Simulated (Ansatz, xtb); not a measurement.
**Ranking isomers of C5H6S**

3 gas-phase structures of C5H6S, from a drawn sample of its isomers (lower ones may exist). Each was relaxed with GFN2-xTB:

A. `C#C[C@@H]1C[C@H]1S`, a singlet
B. `C#C[C@@H]1C[C@@H]1S`, a singlet
C. `C#CC1(S)CC1`, a singlet

Task: Make a reasoned guess at their ranking by r2SCAN-D4/def2-SVP single-point energy.

Result: Calculated order at r2SCAN-D4/def2-SVP: A (0.000), C (0.042), B (0.082) eV. Less than 1 kcal/mol parts A and C; C and B, so the order within those pairs means little.

Energies above the lowest of each column, in eV; the last columns are at B3LYP/def2-SVP geometries:

| structure | GFN2-xTB | HF/STO-3G | r2SCAN-D4/def2-SVP | B3LYP/def2-SVP | CCSD(T)/def2-SVP + ΔMP2/def2-TZVPP |
| --- | --- | --- | --- | --- | --- |
| A | 0.000 | 0.000 | 0.000 | 0.000 | 0.000 |
| C | 0.005 | 0.032 | 0.042 | 0.067 | 0.036 |
| B | 0.002 | 0.065 | 0.082 | 0.051 | 0.044 |

Every level run on A puts it lowest or level with the lowest. Flexible structures stand in one conformer each, not always the lowest. Frequencies (GFN2-xTB) were run for A, C alone. ΔMP2 is the change of the MP2 energy from the smaller to the larger basis.

Programs: Ansatz 0.2.0, xtb 6.7.1.
